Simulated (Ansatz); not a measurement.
One crystal and one scan (energy against volume) at two levels, r2SCAN (plane waves to 500 eV, PAW, scalar-relativistic; Ansatz, a program for electronic structure) and PBE (plane waves to 420 eV, PAW, scalar-relativistic; Ansatz), each from its own relaxed cell and on its own mesh. The cell shown is that of r2SCAN.

Pd (fcc, Cu type)

```xyz
1
Lattice="0.0000 1.9557 1.9557 1.9557 0.0000 1.9557 1.9557 1.9557 0.0000" Properties=species:S:1:pos:R:3 pbc="T T T"
Pd     0.0000     0.0000     0.0000
```

Equation-of-state scan: isotropic scaling of the cell above, V₀ being its volume. Symmetry pins the atoms to their sites.

Energies are smeared free energies. Pd is run without spin polarisation. Pd was relaxed with its symmetry unable to fall. The PAW data are Ansatz's earlier set. Percentages come from the unrounded values. Both scans cover V/V₀ from 0.900 to 1.100.

Results of r2SCAN:

| Item | Result |
|---|---|
| Lattice constant a (Å) | 3.911 |
| Pressure at the smallest volume (GPa) | 25.9 |
| Energy cost of the largest compression (meV/atom) | 108 |
| Energy cost of the largest expansion (meV/atom) | 69 |
| Bulk modulus B₀ (third-order Birch-Murnaghan fit) (GPa) | 182.9 |
| Pressure for 5 % compression (fit) (GPa) | 10.8 |

### Question
What does PBE give for the same quantities?

### Answer
| quantity | PBE | r2SCAN − PBE |
|---|---|---|
| Lattice constant a (Å) | 3.943 | -0.032 (-0.8 %) |
| Pressure at the smallest volume (GPa) | 23.7 | +2.2 (+9 %) |
| Energy cost of the largest compression (meV/atom) | 101 | +7 (+7 %) |
| Energy cost of the largest expansion (meV/atom) | 65 | +4 (+6 %) |
| Bulk modulus B₀ (third-order Birch-Murnaghan fit) (GPa) | 167.8 | +15.1 (+9.0 %) |
| Pressure for 5 % compression (fit) (GPa) | 9.9 | +0.9 (+9 %) |

r2SCAN gives the higher value for: pressure at the smallest volume; energy cost of the largest compression; energy cost of the largest expansion; bulk modulus B₀; pressure for 5 % compression. r2SCAN gives the lower value for: lattice constant a. For the lattice constant a the reference is 3.876 Å (measured, corrected to the static lattice; as given in Daniel Mejia-Rodriguez, S. B. Trickey, Physical Review B (2018), arXiv:1807.09216): r2SCAN lies nearer. 

(Under strain, the slope of the energy per volume gives the stress and its curvature an elastic modulus.)
